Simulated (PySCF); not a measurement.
# Name the molecule from its bond curve

A diatomic of charge +1 contains C. Its doublet curve at r²SCAN0 in a triple-zeta basis (no relativity, PySCF), in eV from the separated fragments:

(R (Å), E (eV)): (1.068, -4.399), (1.118, -5.192), (1.167, -5.619), (1.205, -5.762), (1.242, -5.789), (1.279, -5.728), (1.329, -5.544), (1.391, -5.200), (1.466, -4.688), (1.565, -3.938)

The fit gives ωe = 1637 cm⁻¹ and the rotational constant Bₑ = 1.616 cm⁻¹.

Q: Which atom is the partner?

A: The minimum lies at 1.234 Å, so the reduced mass is 16.8576 u Å² cm⁻¹/(Bₑ·Re²) = 6.851 u. With C at 12.00 u the partner weighs about 16.0 u: O. The molecule is CO⁺.

The state is the lowest determinant that a PBE0 search found; another state may lie lower at other levels.
